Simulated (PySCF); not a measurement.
Bonding in 1-chloro-2-butyne

Species: 1-chloro-2-butyne, C4H5Cl.
SMILES with atom numbers: `[CH3:1][C:2]#[C:3][CH2:4][Cl:5]` (hydrogens: H6, H7, H8 on C1; H9, H10 on C4)

Cartesian coordinates in Å at the GFN2-xTB level; atoms count from 1:
```
atom  x, y, z in Å
C1    -2.0628    0.1873   -0.1717
C2    -0.6289    0.0188   -0.2137
C3     0.5571   -0.1537   -0.2657
C4     1.9884   -0.2996   -0.2859
Cl5    2.7711    1.0244    0.6632
H6    -2.5493   -0.7831   -0.0772
H7    -2.3334    0.8041    0.6846
H8    -2.4102    0.6723   -1.0833
H9     2.2970   -1.2386    0.1759
H10    2.3798   -0.2273   -1.3016
```

Bond orders from the PBE0/pcSseg-1 density (PySCF). Isolated species at its GFN2-xTB geometry, gas phase.

Q: Where do the orders between heavy atoms depart from those drawn in the SMILES?

A: The largest departure is 0.457, at C2–C3 (drawn triple, 2.543). Drawn single, order above 1.12: C1–C2 (1.215). Drawn double or triple, more than 0.30 short of the drawn order: C2–C3 (2.543).

Q: Give the Mayer order of every bond, beside its length.

A: 
```tsv
bond	drawn as	length (Å)	Mayer order
C1–C2	single	1.444	1.215
C2–C3	triple	1.200	2.543
C3–C4	single	1.439	1.110
C4–Cl5	single	1.807	1.024
C1–H6	single	1.090	0.929
C1–H7	single	1.090	0.923
C1–H8	single	1.090	0.928
C4–H9	single	1.091	0.915
C4–H10	single	1.091	0.915
```

By pair of heavy elements: C–C: lowest C3–C4 (1.110, 1.439 Å), highest C2–C3 (2.543, 1.200 Å); in 1 of the 3 pairs the longer bond (by over 0.003 Å) has the higher order (by 0.02 or more).

Q: Sum the orders of all bonds at each heavy atom with more than one neighbour and set the sums beside the valence in the SMILES.

A: C1 3.995 (drawn 4), C2 3.758 (drawn 4), C3 3.653 (drawn 4), C4 3.964 (drawn 4). Orders between atoms that aren't bonded are not in these sums.

The Mayer order sums products of elements of PS (density times overlap matrix) between the two atoms' basis functions, so it depends on the basis set.

These values come from a run that also computed NMR shieldings. Time: 7.5 s; peak memory 0.56 GiB. Hardware: one thread, Arm Neoverse V1 (aarch64), on a shared host.
